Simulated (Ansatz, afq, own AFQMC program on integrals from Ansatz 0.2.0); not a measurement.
Integrals from Ansatz 0.2.0, then the random walk in our own AFQMC program (afq).

```yaml
crystal:
  periodic: [false, false, false]
  atoms:
    - {symbol: Ga, position_ang: [0.000000, 0.000000, 0.000000]}
basis:
  gaussian: {orbitals: aug-cc-pVTZ}
magnetization: {spin_polarized: true, initial_magnetization: 1}
correlation: {method: ccsd_t, electrons: outside_noble_gas, hamiltonian_folder: ham}
```

```sh
$ ansatz run in.yaml --threads 1 --pin off --events-out ev --progress --plain --max-ram 24576MiB --backend cuda --devices 0, --max-vram 18GiB
```

afq runs on the folder ham with

```
--method phaseless --trial cisd --walkers 4000 --populations 20 --least-time 60 --time-step 0.005 --steps-per-block 50 --equilibration-blocks 28 --max-blocks 4000 --target-error 0.00011 --factor-cut 1e-05 --start spin_pure --seed 7311 --release-times 0.24,0.51,0.99,1.62,2.4 --release-step 0.03 --release-every 3 --taylor-order 6
```

Times are imaginary, in 1/Eh. The walk had a cap of 134 s. With eight or more populations the least sampling time is a fifth of least-time, and the error comes from their spread. Filled inner d shells are frozen with the cores.

Log:

```
orbitals 45  electrons 2 1  factors 316 of 381
reference energy -1923.26202251 Eh
CCSD correlation -0.04674048 Eh in 10 cycles, weight of the determinant in the CISD state 0.9435
energy of the start -1923.308741 Eh
 block  time / (1/Eh)  mean weight  energy / Eh
     1     0.250  1.0000  -1923.308795
     2     0.500  0.9999  -1923.308897
     3     0.750  1.0000  -1923.309023
     4     1.000  0.9999  -1923.309155
     5     1.250  1.0000  -1923.309268
    12     3.000  1.0000  -1923.309754
    19     4.750  1.0000  -1923.309781
    26     6.500  1.0000  -1923.309964
    27     6.750  1.0000  -1923.310010
    33     8.250  1.0000  -1923.309945
    40    10.000  1.0001  -1923.309845
    47    11.750  1.0001  -1923.309968
    54    13.500  1.0000  -1923.309888
    61    15.250  0.9999  -1923.309611
    68    17.000  0.9997  -1923.309825
    75    18.750  0.9999  -1923.309921
    78    19.500  0.9999  -1923.309959
error from the spread of 20 populations
released: time / (1/Eh)  energy / Eh  error  mean overlap
  0.24  -1923.309911  0.000019  0.9996
  0.51  -1923.309940  0.000017  0.9991
  0.99  -1923.309952  0.000084  0.9998
  1.62  -1923.309968  0.000009  1.0022
  2.40  -1923.309993  0.000011  1.0022
energy -1923.309887 +/- 0.000020 Eh
(rows thinned)
```

The run passed its tests (sampling time, drift between the halves within three errors, error under three times the target), which doesn't prove that it has relaxed.

Against this walk (error 0.6 meV) on the same determinant: CCSD(T) 6.0 meV higher, full CI 2.9 meV lower. The error is statistical and leaves out the bias of the constraint. Released to 2.40 1/Eh the energy lies 2.9 ± 0.6 meV (both errors) below the phaseless value, which shows part or all of the bias of the constraint, and full CI lies 0.0 meV below the released value.

Cautions: constraint bias not in the error; no relativity below Rb; no spin-orbit coupling; inner d shell frozen.

The walk took 26 s on 1 × NVIDIA H100 80GB HBM3 with 2 threads of AMD EPYC 7R13 Processor (Zen 3), on a shared host (the card was shared). The log's last line is the phaseless energy.

A walk keeps the symmetry of its determinant, which the program's search chose and which needn't be the lowest solution, so a lower state of the same spin and another symmetry isn't excluded.
